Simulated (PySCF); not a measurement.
Question: What does the PBE0-D3(BJ)/def2-SVP structure of InChI=1S/C3H3NS/c1-2-4-5-3-1/h1-3H look like in three dimensions?

Answer: 
```
atom  x, y, z in Å
C1    -0.3385   -0.6451   -0.1887
C2     1.0606   -0.4917    0.0213
N3     1.5068    0.7354    0.1584
S4     0.2385    1.7923    0.0393
C5    -0.9460    0.5851   -0.2020
H6    -0.8531   -1.5969   -0.3202
H7     1.7771   -1.3170    0.0754
H8    -2.0023    0.8167   -0.3403
```

Orientation and origin are arbitrary. Atoms count from 1 in this order. The 5 heavy atoms lie in one plane (0.000 Å rms). N3 (pyridine-type nitrogen) is bent (angle 109.2°). The 2 C–C bonds span 1.372 Å (C1–C5, aromatic) to 1.423 Å (C1–C2, aromatic), a spread of 0.051 Å. The 5-membered ring C1–C2–N3–S4–C5 has internal angles of 95.2° to 116.8° (sum 540°, against 540° for a flat polygon); it is planar, 0.00 Å rms from its mean plane, widest ring torsion 0°.

Bonds between heavy atoms (Å): C1–C2 1.423, C2–N3 1.313, N3–S4 1.655, S4–C5 1.708, C1–C5 1.372.

Theory: PBE0-D3(BJ)/def2-SVP geometry optimisation, gas phase in PySCF 2.14.0.

Point group: Cs (every atom within 0.08 Å of its image). PBE0-D3(BJ)/def2-SVP frequencies: not computed here.
